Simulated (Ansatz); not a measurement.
Barrier H + N2 via HN2, on the benchmark's geometries as Psi4's copy gives them; open shells unrestricted, no zero-point energy, no spin–orbit coupling.
Transition structure (charge 0, multiplicity 2, Z-matrix in Å and degrees):
```
N
N 1 1.1228
H 1 1.4306 2 117.54
```

Programs: Ansatz (a quantum-chemistry and plane-wave program) with Gaussian orbitals. Each number belongs to the level named beside it.

The barrier height (kcal/mol) and the share of exact exchange:

| functional | exact exchange (%) | value |
|---|---|---|
| PBE/def2-TZVPPD | 0 | 5.21 |
| PBE0/def2-TZVPPD | 25 | 8.58 |
| BLYP/def2-TZVPPD | 0 | 5.28 |
| B3LYP/def2-TZVPPD | 20 | 7.56 |
| BHLYP/def2-TZVPPD | 50 | 11.17 |
| r2SCAN/def2-TZVPPD | 0 | 4.69 |

Take the value as linear in the share of exact exchange along PBE and PBE0. Give the slope, say whether the sign turns, and set the other functionals against that line.


Slope: (8.58 − (5.21))/2.5 = 1.35 kcal/mol for each 10 %. The line keeps its sign from 0 to 100 %. At 50 % it gives 12.0 kcal/mol. The LYP pair gives (11.17 − (5.28))/5 = 1.18 for each 10 %. BHLYP, at 50 %, lies -0.8 from the PBE line. B3LYP, at 20 %, lies -0.4 from the PBE line. r2SCAN, with none, stands -0.5 from PBE.
